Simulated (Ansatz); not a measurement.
in.yaml

```yaml
crystal:
  periodic: [false, false, false]
  atoms:
    - {symbol: B, position_ang: [0.000000, -0.456627, 3.825989]}
    - {symbol: Mg, position_ang: [0.000000, 0.108634, -1.907683]}
    - {symbol: H, position_ang: [0.000000, 2.278158, 4.964047]}
basis:
  gaussian: {orbitals: cc-pVDZ}
magnetization: {spin_polarized: true, initial_magnetization: 0}
correlation: {method: ccsd_t, electrons: outside_noble_gas}
output: {forces: true}
```

```sh
$ ansatz run in.yaml --threads 1 --pin off --events-out ev --progress --plain --max-ram 2393MiB
```

The program prints:

```
341 factors; integrals over basis functions are off by at most 3.7e-4 eV
mean field evaluation 1: about -6108.2867 eV, gradient 8.9e0 eV
mean field evaluation 2: about -6108.2901 eV, gradient 8.9e0 eV
mean field evaluation 4: about -6110.5147 eV, gradient 8.7e-1 eV
mean field evaluation 8: about -6110.5294 eV, gradient 2.0e-3 eV
mean field evaluation 16: about -6110.5325 eV, gradient 4.5e-1 eV
mean field evaluation 32: about -6112.7365 eV, gradient 1.3e-7 eV
mean field evaluation 64: about -6110.9040 eV, gradient 8.5e0 eV
mean field evaluation 96: about -6112.7363 eV, gradient 2.6e-2 eV
mean field evaluation 128: about -6112.7165 eV, gradient 2.3e-1 eV
mean field evaluation 160: about -6112.7360 eV, gradient 3.7e-2 eV
...
cycle   7  -2.58088663 eV  change    8.9e-8 eV  update   1.1e-7
cycle   8  -2.58088659 eV  change    4.0e-8 eV  update   9.8e-8
cycle   9  -2.58088656 eV  change    3.0e-8 eV  update   9.2e-8
cycle  10  -2.58088652 eV  change    4.2e-8 eV  update   8.5e-8
cycle  11  -2.58088648 eV  change    4.0e-8 eV  update   7.7e-8
cycle  12  -2.58088644 eV  change    4.0e-8 eV  update   7.0e-8
cycle  13  -2.58088641 eV  change    2.7e-8 eV  update   5.8e-8
cycle  14  -2.58088640 eV  change    1.0e-8 eV  update   4.5e-8
cycle  15  -2.58088640 eV  change   2.1e-10 eV  update   3.6e-8
cycle  16  -2.58088640 eV  change   -1.3e-9 eV  update   3.1e-8
perturbative correction -0.04694471 eV, -0.0017251864 hartree
the calculation of the forces begins
Total energy: -6115.36437599 eV, -224.7354956749 hartree
Atom 0 at     0.000000    -0.456627     3.825989 Å, force    -0.000000     0.477617     0.193983 eV/Å
Atom 1 at     0.000000     0.108634    -1.907683 Å, force    -0.000000    -0.000478     0.004504 eV/Å
Atom 2 at     0.000000     2.278158     4.964047 Å, force    -0.000000    -0.477139    -0.198487 eV/Å
Dipole moment:     0.000000    -0.115846    -0.060711 e Å
```

Forces (eV/Å):
```
B    0.000  0.478  0.194
Mg   0.000  0.000  0.005
H    0.000 -0.477 -0.198
```

For the same geometry and basis full CI lies 122.8 meV lower. The determinant has ⟨S²⟩ = 0.96, so this isn't a pure spin state. By full CI's occupations no single determinant describes the state well.

Ran on 1 thread of Intel Xeon, shared host: 9.5 s wall, 0.16 GiB peak host memory.
